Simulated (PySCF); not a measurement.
Compound: butyric acid, C₄H₈O₂.
Z-matrix (Å and degrees, PBE0-D3(BJ)/def2-SVP geometry), rows numbered from 1:
```
C 
C   1  1.5190
C   2  1.5176  1  112.79
C   3  1.5037  2  113.47  1  -177.25
O   4  1.2029  3  125.73  2     5.61
O   4  1.3415  3  111.84  2  -174.81
H   1  1.1001  2  111.34  3  -179.29
H   1  1.1021  2  111.47  3   -59.23
H   1  1.1022  2  111.45  3    60.64
H   2  1.1022  1  110.31  3   122.04
H   2  1.1016  1  110.54  3  -121.95
H   3  1.1035  2  111.90  1    60.57
H   3  1.1048  2  111.31  1   -56.35
H   6  0.9696  4  106.33  3  -179.08
```

The calculation used PySCF, TDDFT CAM-B3LYP/def2-SVPD, vertical, gas phase, core orbitals frozen in the response.

Each state is given a Gaussian of 0.4 eV full width at half maximum, with ε(max) = 2.175×10⁸ f / Δν̃ (Δν̃ the width in cm⁻¹). The cross-section is σ = 3.8235×10⁻²¹ ε cm², given in Mb (10⁻¹⁸ cm²). The width is an assumption, not a result. The curve ends short of the highest state used, and states not computed would add to its high-energy end.

| λ (nm) | σ (Mb) |
| --- | --- |
| 143.2 | 17.58 |
| 145.7 | 13.68 |
| 148.2 | 10.61 |
| 150.8 | 4.85 |
| 153.3 | 1.53 |
| 155.8 | 2.03 |
| 158.3 | 6.58 |
| 160.8 | 13.33 |
| 163.3 | 16.22 |
| 165.8 | 12.36 |
| 168.3 | 6.16 |
| 170.9 | 1.98 |
| 173.4 | 0.46 |
| 175.9 | 0.08 |
| 178.4 | 0.01 |
| 180.9 | 0.00 |
| 183.4 | 0.00 |
| 185.9 | 0.00 |
| 188.5 | 0.00 |
| 191.0 | 0.00 |
| 193.5 | 0.00 |
| 196.0 | 0.00 |
| 198.5 | 0.01 |
| 201.0 | 0.02 |
| 203.5 | 0.03 |
| 206.1 | 0.03 |
| 208.6 | 0.04 |
| 211.1 | 0.03 |
| 213.6 | 0.02 |
| 216.1 | 0.01 |
| 218.6 | 0.01 |
| 221.1 | 0.00 |
| 223.7 | 0.00 |
| 226.2 | 0.00 |
| 228.7 | 0.00 |
| 231.2 | 0.00 |

Question: Locate the maxima and give the states behind the curve.

Answer: 208 nm (5.96 eV), ε about 9.4, made up of S1 (100%); 163 nm (7.60 eV), ε about 4200, made up of S2 (100%) (ε in L mol⁻¹ cm⁻¹; maxima over ε = 5, shares over 10%). At its high-energy end, 8.66 eV, the curve is still rising (ε about 4600, from S3 and S5). The states used: S1 5.96 eV (f 0.0001); S2 7.60 eV (f 0.063); S3 8.44 eV (f 0.041); S4 8.50 eV (f 0.0032); S5 8.83 eV (f 0.066); S6 8.97 eV (f 0.019); S7 9.07 eV (f 0.087); S8 9.18 eV (f 0.0005); S9 9.22 eV (f 0.0034); S10 9.26 eV (f 0.0073).

Question: What would ε be at 7.60 eV, the highest of these maxima, with half the width (0.2 eV)?

Answer: About 8490 L mol⁻¹ cm⁻¹ against 4250, a factor of about 2.00; a lone state at its own centre would give exactly 2.

Question: Coming from long wavelengths, where does ε first pass 100 L mol⁻¹ cm⁻¹?

Answer: At about 174 nm (7.14 eV), 1.18 eV above S1.

All these states lie below the vertical ionisation energy of 10.73 eV (ΔSCF).

One conformer stands for the species.
